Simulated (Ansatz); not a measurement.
**H3PS: vertical spin-state energies**

Which spin state of H3PS lies lowest at this geometry? Wanted for H3PS: vertical spin-state energies. SMILES: PS.

All numbers are computed with Ansatz 0.2.0, driven from Python. Level of theory: CAM-B3LYP/aug-cc-pVDZ.

### Step 1. The system

Bond lengths: P1–S2 2.119 Å, P1–H3 1.328 Å, P1–H4 1.402 Å, S2–H5 1.331 Å. Angles: P1–S2–H5 97.7°, S2–P1–H3 100.5°, S2–P1–H4 95.1°, H3–P1–H4 93.9°.

No structure file is read: the coordinates are typed or built in the script.

### Step 2. The script

spin_h3ps.py

```python
"""Gap between spin states of H3PS at one geometry."""

import ansatz as az

SETTINGS = {
    "basis_set": "aug-cc-pVDZ",
    "xc": "cam_b3lyp",
}


def main() -> None:
    system = (
        az.Crystal.molecule()
        .atom("P", [-0.6081, -0.4777, 0.3761])
        .atom("S", [0.4107, 1.191, -0.44])
        .atom("H", [0.3176, -1.4192, 0.234])
        .atom("H", [-1.2683, -0.8141, -0.814])
        .atom("H", [1.198, 1.4464, 0.6024])
    )

    job = (
        system.calculation()
        .basis(gaussian=SETTINGS["basis_set"])
        .functional(SETTINGS["xc"])
    )
    found = {}
    for unpaired in [0, 2]:
        r = job.spin("collinear", total=unpaired).run(threads=1, backend="cpu").report
        s = unpaired / 2
        found[unpaired] = r["free_energy_ev"]
        print(f"2S+1 = {unpaired + 1}: E = {found[unpaired]:.5f} eV, <S^2> = {abs(r['mean_field']['state']['spin_squared']):.3f} (pure state {s * (s + 1):.2f})")
    lowest = min(found, key=found.get)
    for unpaired, e in found.items():
        print(f"multiplicity {unpaired + 1}: {(e - found[lowest]):.3f} eV above the lowest")


if __name__ == "__main__":
    main()
```

### Step 3. Running it

Launch:

```sh
$ python spin_h3ps.py
```

**Question.** Which spin state is lowest at this geometry, and how far above lie the others?

**Answer**, as computed:

| quantity | value |
| --- | --- |
| runs compared | 2 |
| lowest | run 1 (2S+1 = 1) |
| next above it by | 4.177 eV |

What this shows: In order: multiplicity 1 (+0.00 eV) and multiplicity 3 (+4.18 eV), all at the one geometry. The geometry is a force-field or estimated start, not a minimum of this method, and the basis set is short of its limit. All parts are taken at fixed geometry, without zero-point energy.
